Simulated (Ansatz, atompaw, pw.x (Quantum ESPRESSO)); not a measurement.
## pw.x on bcc Pb: one setting changed

Potential: PAW, atompaw 4.2.0.5, PBEsol; core [Xe] 4f14, reference 5d10 6s2 6p2; waves: 6s (bound): rc 2.85 bohr; 6s channel at 0.2 Ry: rc 2.15 bohr; 6p (bound): rc 2.85 bohr; 6p channel at 0.05 Ry: rc 2.85 bohr; 5d (bound): rc 1.25 bohr; 5d channel at -0.95 Ry: rc 1.25 bohr; local part: bessel scheme, radius 1.95 bohr; core correction: smooth core density matched at 1.60 bohr; augmentation: sinc compensation charge, radius 2.70 bohr; PAW radius 2.85 bohr; waves and projectors: custom polynom gramschmidtortho.

The reference run (k-mesh 12³, cutoffs 120/900 Ry, Fermi–Dirac 0.01 Ry, mixing_beta 0.4, conv_thr 1e-9, no spin) gives 0.01 GPa at 30.095 Å³/atom, where all-electron LAPW gives -0.13 GPa. This run, with its own iteration cap, changes degauss to 0.02.

```
&control
  calculation='scf', prefix='x', pseudo_dir='./', outdir='./tmp', tstress=.true., disk_io='none'
/
&system
  ibrav=0, nat=1, ntyp=1, ecutwfc=120, ecutrho=900, nbnd=15,
  occupations='smearing', smearing='fd', degauss=0.02
/
&electrons
  conv_thr=1e-09, mixing_beta=0.4, electron_maxstep=60
/
ATOMIC_SPECIES
Pb 1.0 Pb.UPF
CELL_PARAMETERS angstrom
  -1.95949782 1.95949782 1.95949782
  1.95949782 -1.95949782 1.95949782
  1.95949782 1.95949782 -1.95949782
ATOMIC_POSITIONS crystal
Pb 0.0000 0.0000 0.0000
K_POINTS automatic
12 12 12 0 0 0
```

```bash
pw.x < Pb.scf.in > Pb.scf.out
```

**Question.** How does the run end?

**Answer.** It converges in 8 iterations; the free energy moves by -54.2 meV/atom and the pressure by +0.17 GPa. In a metal, with Fermi–Dirac smearing, F lies below its zero-width value by a term in the square of the width.

```
Message from routine setup:
     using ibrav=0 with symmetry is DISCOURAGED, use correct ibrav instead
     lattice parameter (alat)  =       6.4136  a.u.
     unit-cell volume          =     203.0911 (a.u.)^3
     number of electrons       =        14.00
     number of Kohn-Sham states=           15
     kinetic-energy cutoff     =     120.0000  Ry
     charge density cutoff     =     900.0000  Ry
     scf convergence threshold =      1.0E-09
     Exchange-correlation= SLA PW PSX PSC
     number of k points=    72  Fermi-Dirac smearing, width (Ry)=  0.0200
     iteration #  1     ecut=   120.00 Ry     beta= 0.40
     total energy              =    -859.43507686 Ry
     estimated scf accuracy    <       0.00445164 Ry
     iteration #  2     ecut=   120.00 Ry     beta= 0.40
     total energy              =    -859.43566610 Ry
     estimated scf accuracy    <       0.00035325 Ry
     iteration #  3     ecut=   120.00 Ry     beta= 0.40
     total energy              =    -859.43578517 Ry
     estimated scf accuracy    <       0.00005615 Ry
     [... 2 iterations left out ...]
     iteration #  6     ecut=   120.00 Ry     beta= 0.40
     total energy              =    -859.43579034 Ry
     estimated scf accuracy    <       0.00000019 Ry
     iteration #  7     ecut=   120.00 Ry     beta= 0.40
     total energy              =    -859.43579035 Ry
     estimated scf accuracy    <       0.00000002 Ry
     iteration #  8     ecut=   120.00 Ry     beta= 0.40
     the Fermi energy is    11.1075 ev
!    total energy              =    -859.43579036 Ry
     estimated scf accuracy    <          1.2E-10 Ry
     smearing contrib. (-TS)   =      -0.01031517 Ry
     convergence has been achieved in   8 iterations
          total   stress  (Ry/bohr**3)                   (kbar)     P=        1.77
     Message from routine punch:
     Nothing written, as per user request (disk_io='none')
```

The run took about 2.5 min on one core of a shared host (Intel(R) Xeon(R) Platinum 8175M CPU @ 2.50GHz, 96 threads, 755 GiB, load 74).
